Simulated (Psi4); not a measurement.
Psi4 input (wB97X-D/6-31G*):

```
memory 1500 MB

molecule {
0 2
O     0.16648706   -0.70931098    0.16521394
C    -0.01381313    0.67922663   -0.11817932
C     1.43955763   -1.15721352    0.09942835
C    -1.49052210    0.99460167   -0.05875851
H     0.54771103    1.26663251    0.61598981
H     0.39719059    0.89500950   -1.11146464
H     2.15719458   -0.59958150   -0.49164286
H     1.54213033   -2.21892541    0.26244535
H    -2.04086846    0.40609664   -0.79376212
H    -1.89139743    0.77281797    0.93086873
H    -1.65519161    2.05274955   -0.26908893
symmetry c1
no_reorient
no_com
}

set {
  basis 6-31G*
  reference uks
  scf_type pk
  dft_radial_points 99
  dft_spherical_points 590
  e_convergence 1e-8
  d_convergence 1e-7
  maxiter 150
}

e = energy('wb97x-d')
print_out(f'\nFINAL {e:.10f} DIPOLE {variable("CURRENT DIPOLE")[0]:.6f} {variable("CURRENT DIPOLE")[1]:.6f} {variable("CURRENT DIPOLE")[2]:.6f}\n')
```

From the last part of the output:

```
      23A      0.262949    24A      0.281975    25A      0.288421
      26A      0.326681    27A      0.360204    28A      0.604019
      29A      0.630667    30A      0.635352    31A      0.637710
      32A      0.681078    33A      0.706566    34A      0.753279
      35A      0.777294    36A      0.793084    37A      0.890319
      38A      0.945620    39A      0.980118    40A      0.988077
      41A      1.007633    42A      1.026445    43A      1.048124
      44A      1.060484    45A      1.109680    46A      1.166780
      47A      1.277339    48A      1.342319    49A      1.461986
      50A      1.503568    51A      1.605993    52A      1.608146
      53A      1.790898    54A      1.809920    55A      1.938856
      56A      2.000660    57A      2.053326    58A      2.081004
      59A      2.197823    60A      2.226506    61A      2.280471
      62A      2.304022    63A      2.357843    64A      2.391730
      65A      2.467303    66A      2.578063    67A      2.617120
      68A      2.729681    69A      2.934894    70A      3.041327
      71A      3.996759    72A      4.255074    73A      4.306685
      74A      4.514929

    Final Occupation by Irrep:
              A
    DOCC [    16 ]
    SOCC [     1 ]
    NA   [    17 ]
    NB   [    16 ]

  @UKS Final Energy:  -193.61549889869340

   => Energetics <=

    Nuclear Repulsion Energy =            126.1015013275094958
    One-Electron Energy =                -511.2608969868658733
    Two-Electron Energy =                 210.3289455304545754
    DFT Exchange-Correlation Energy =     -18.7815912437977772
    Empirical Dispersion Energy =          -0.0034575259937961
    VV10 Nonlocal Energy =                  0.0000000000000000
    Total Energy =                       -193.6154988986934029

  UHF NO Occupations:
  HONO-2 :   15  A 1.9995878
  HONO-1 :   16  A 1.9990509
  HONO-0 :   17  A 1.0000000
  LUNO+0 :   18  A 0.0009491
  LUNO+1 :   19  A 0.0004122
  LUNO+2 :   20  A 0.0002493
  LUNO+3 :   21  A 0.0001254

Computation Completed

Properties will be evaluated at   0.000000,   0.000000,   0.000000 [a0]

Properties computed using the SCF density matrix

 Multipole Moments:

 ------------------------------------------------------------------------------------
     Multipole            Electronic (a.u.)      Nuclear  (a.u.)        Total (a.u.)
 ------------------------------------------------------------------------------------

 L = 1.  Multiply by 2.5417464519 to convert [e a0] to [Debye]
 Dipole X            :          0.0306964           -0.0000002            0.0306962
 Dipole Y            :          0.4793327            0.0000002            0.4793329
 Dipole Z            :         -0.2522462           -0.0000000           -0.2522463
 Magnitude           :                                                    0.5425223

 ------------------------------------------------------------------------------------

FINAL -193.6154988987 DIPOLE 0.030696 0.479333 -0.252246

*** Psi4 exiting successfully. Buy a developer a beer!
```
